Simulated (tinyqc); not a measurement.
Extended Hueckel theory, for CH3+, step by step. The parameters take no account of the charge, which enters only through the electron count. One step of it, computed by the program tinyqc.

Problem. Mulliken analysis. P = C n C^T; charge = valence electrons (C 4, H 1) minus the sum of (P S)_ii on the atom; overlap population = 2 sum P_ij S_ij between two atoms.

coefficients, order 1C 2s, 1C 2px, 1C 2py, 1C 2pz, 2H 1s, 3H 1s, 4H 1s:
$$\begin{pmatrix}
0.663491 & 0.000006 & 0.000000 & 0.000590 & 0.000112 & 0.000000 & 1.415288 \\
0.000002 & 0.526122 & 0.000000 & 0.000000 & 1.202460 & 0.000000 & -0.000154 \\
0.000000 & 0.000000 & 0.526129 & 0.000000 & 0.000000 & 1.202461 & 0.000000 \\
0.000055 & 0.000000 & 0.000000 & 1.000000 & 0.000000 & 0.000000 & -0.001380 \\
0.203926 & 0.502761 & 0.000000 & -0.000197 & -1.030868 & 0.000000 & -0.779628 \\
0.203935 & -0.251373 & 0.435397 & -0.000197 & 0.515331 & -0.892713 & -0.779827 \\
0.203935 & -0.251373 & -0.435397 & -0.000197 & 0.515331 & 0.892713 & -0.779827
\end{pmatrix}$$

occupations: [2.000000, 2.000000, 2.000000, 0.000000, 0.000000, 0.000000, 0.000000]

overlap S, order 1C 2s, 1C 2px, 1C 2py, 1C 2pz, 2H 1s, 3H 1s, 4H 1s:
$$\begin{pmatrix}
1.000000 & 0.000000 & 0.000000 & 0.000000 & 0.496835 & 0.496854 & 0.496854 \\
0.000000 & 1.000000 & 0.000000 & 0.000000 & 0.494163 & -0.247095 & -0.247095 \\
0.000000 & 0.000000 & 1.000000 & 0.000000 & 0.000000 & 0.427963 & -0.427963 \\
0.000000 & 0.000000 & 0.000000 & 1.000000 & -0.000457 & -0.000457 & -0.000457 \\
0.496835 & 0.494163 & 0.000000 & -0.000457 & 1.000000 & 0.126844 & 0.126844 \\
0.496854 & -0.247095 & 0.427963 & -0.000457 & 0.126844 & 1.000000 & 0.126857 \\
0.496854 & -0.247095 & -0.427963 & -0.000457 & 0.126844 & 0.126857 & 1.000000
\end{pmatrix}$$

Give: charges; Overlap populations.

Solution.

charges: 1C 0.8247, 2H 0.0584, 3H 0.0584, 4H 0.0584

Overlap populations:
```
pair      value
2-1    0.791751
3-1    0.791771
3-2   -0.043022
4-1    0.791771
4-2   -0.043022
4-3   -0.043026
```
